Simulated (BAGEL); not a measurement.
**FCI/STO-3G (density fitting with cc-pvqz-jkfit) run of [OF2]+ (SMILES F[O+]F)**

What is the vertical doublet–quartet gap of [OF2]+ at FCI/STO-3G (density fitting with cc-pvqz-jkfit)? 

The results are computed with BAGEL 1.2.2.

7 further runs of the same task are left out: 2 that didn't finish, 5 set aside as unsound or not needed. Runs told in other sessions of the task aren't counted.

**1. The structure to begin with**

The species is [OF2]+ (3 atoms), meant as a doublet with charge +1. As SMILES, `F[O+]F`. The coordinates come from a PBE0-D4/def2-TZVP relaxation.

Bond lengths: F1–O2 1.297 Å, O2–F3 1.297 Å. Angles: F1–O2–F3 108.0°.

**2. The energy at FCI/STO-3G (density fitting with cc-pvqz-jkfit)**

File input.json:

```json
{ "bagel" : [

{
  "title" : "molecule",
  "basis" : "sto-3g",
  "df_basis" : "cc-pvqz-jkfit",
  "angstrom" : true,
  "geometry" : [
    { "atom" : "F", "xyz" : [       0.920200,      -0.309010,       0.473410 ] },
    { "atom" : "O", "xyz" : [       0.000640,       0.505210,       0.055670 ] },
    { "atom" : "F", "xyz" : [      -0.920840,      -0.196190,      -0.529090 ] }
  ]
},

{
  "title" : "hf",
  "charge" : 2
},

{
  "title" : "fci",
  "nstate" : 1,
  "charge" : 1,
  "ncore" : 3,
  "nspin" : 1
}

]}
```

Started as:

```
BAGEL_NUM_THREADS=1 BAGEL input.json > input.out
```

Standard output:

```text
* using 1 threads per process

  ===============================================================
  ===============================================================

  *** Geometry ***

  { "atom" : "F", "xyz" : [      1.738926,     -0.583944,      0.894615 ] },
  { "atom" : "O", "xyz" : [      0.001209,      0.954709,      0.105201 ] },
  { "atom" : "F", "xyz" : [     -1.740135,     -0.370745,     -0.999835 ] },

  Number of auxiliary basis functions:      318

  Since a DF basis is specified, we compute 2- and 3-index integrals:
    o Being stored without compression. Storage requirement is 0.001 GB

  Number of basis functions:       15
  Number of electrons      :       26

    * METHOD: MOLECULE                             0.08

  *** RHF ***

  === Nuclear Repulsion ===
    79.1552907754

      * DIIS with orbital gradients will be used.

[... 6 lines left out ...]
    * SCF iteration converged.
[... 1 line left out ...]
    * Permanent dipole moment:
[... 47 lines left out ...]
     * ci vector, state   0, <S^2> = 0.7500
       222222222a..     0.9232671703
       2222222b2aa.     0.1013914990
       2222222a2ab.    -0.1012637135
       2222222ba2.a     0.0776603396
       222b2a2222.a    -0.0763263108
       222222b2a2a.    -0.0713513284
       222.22222a.2     0.0693590188
       222a22222a.b     0.0659625955
       2222222aa2.b    -0.0647672047
       22222a2b22a.     0.0646539182
       222222a2a2b.     0.0610646952
       222a2a2222.b     0.0598260008
       2222ba2222a.    -0.0591555282
       222b2222a2a.    -0.0583577380
       222222a22a.b     0.0576853253
       2222222.2a.2     0.0551410934
       222a2222a2b.     0.0528106332
       2222a2222ab.     0.0519780827
       22222a2a22b.     0.0517485143
       222222b22a.a    -0.0505897122

    * METHOD: FCI                                  2.17

  ===============================================================
```

Run time: 2.9 s. Hardware: 1 thread of AMD EPYC 7R43 (Zen 3), shared host; peak memory 0.14 GiB.

**3. The quartet at the same level**

File calc.json:

```json
{ "bagel": [

{
  "title": "molecule",
  "basis": "sto-3g",
  "df_basis": "cc-pvqz-jkfit",
  "angstrom": true,
  "geometry": [
    { "atom": "F", "xyz": [    0.920200,   -0.309010,    0.473410 ] },
    { "atom": "O", "xyz": [    0.000640,    0.505210,    0.055670 ] },
    { "atom": "F", "xyz": [   -0.920840,   -0.196190,   -0.529090 ] }
  ]
},
{
  "title": "hf",
  "charge": 2
},
{
  "title": "fci",
  "nstate": 1,
  "charge": 1,
  "ncore": 3,
  "nspin": 3
}

]}
```

Started as:

```
BAGEL_NUM_THREADS=1 BAGEL calc.json > calc.out
```

Standard output:

```text
* using 1 threads per process

  ===============================================================
  ===============================================================

  *** Geometry ***

  { "atom" : "F", "xyz" : [      1.738926,     -0.583944,      0.894615 ] },
  { "atom" : "O", "xyz" : [      0.001209,      0.954709,      0.105201 ] },
  { "atom" : "F", "xyz" : [     -1.740135,     -0.370745,     -0.999835 ] },

  Number of auxiliary basis functions:      318

  Since a DF basis is specified, we compute 2- and 3-index integrals:
    o Being stored without compression. Storage requirement is 0.001 GB

  Number of basis functions:       15
  Number of electrons      :       26

    * METHOD: MOLECULE                             0.05

  *** RHF ***

  === Nuclear Repulsion ===
    79.1552907754

      * DIIS with orbital gradients will be used.

[... 6 lines left out ...]
    * SCF iteration converged.
[... 1 line left out ...]
    * Permanent dipole moment:
[... 85 lines left out ...]
     * ci vector, state   0, <S^2> = 3.7500
       2222222a2aa.     0.8193663711
       222222a22a.a     0.3312756415
       222a22222a.a    -0.1714367422
       2222a2222aa.     0.1510067290
       2222a22a2a2.    -0.1278962413
       222222a2a2a.    -0.1275469789
       22222aa222.a     0.0996709735
       222a2222a2a.     0.0919545099
       222222aa2aab    -0.0917097341
       222b222a2aaa     0.0786843379
       222a22a22a.2    -0.0778044152
       2222aa2222a.    -0.0709131335
       2222222aa2.a     0.0690686843
       222.222a2aa2     0.0679709613
       222aa2222aab    -0.0652178306
       2222a222a2.a    -0.0634453011
       22a2222a2a2.     0.0606515524
       222b2a2a22aa    -0.0599623754
       222a2a2a22ab     0.0570160873
       222a22a22a2.    -0.0558066329
       222b22a2a2aa    -0.0532926366
       222222ba2aaa     0.0513552925

    * METHOD: FCI                                  1.47

  ===============================================================
```

Wall time 2.2 s (1 thread of AMD EPYC 7R43 (Zen 3), shared host); peak memory 0.14 GiB.

**4. Outcome**

Level: FCI/STO-3G (density fitting with cc-pvqz-jkfit), 3 core orbitals frozen.

```
                                        quantity          value
                           doublet: total energy  -269.59426 Eh
                           quartet: total energy  -269.33191 Eh
vertical energy of the quartet above the doublet       7.139 eV
```

What this shows: At this shape the quartet lies 7.14 eV (689 kJ/mol) above the doublet. In a minimal basis such a difference can be off by several eV, whatever the method.
